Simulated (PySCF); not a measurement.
Si(F)4 anion (F₄Si), SMILES F[Si](F)(F)F (connectivity only; charge and spin as stated), charge -1, multiplicity 2.

Geometry optimised at PBE0-D3(BJ)/def2-SVPD. The spin state was assumed, not searched. The isomer is the one that the SMILES or the coordinates give; other isomers of the formula were not compared.

Level of theory: PBE0-D3(BJ)/def2-SVPD run with PySCF 2.14.0.

Frequencies are harmonic and unscaled.

```tsv
mode	ν (cm⁻¹)	IR (km/mol)	moving atoms (share of kinetic energy)
1	179	0.2	F 100 %
2	233	2.0	F 76 %, Si 24 %
3	306	0.0	F 100 %
4	380	9.0	F 90 %, Si 10 %
5	395	31.7	F 71 %, Si 29 %
6	525	2.5	F 97 %
7	757	153.3	F 59 %, Si 41 %
8	767	403.5	Si 61 %, F 39 %
9	791	148.9	F 54 %, Si 46 %
```
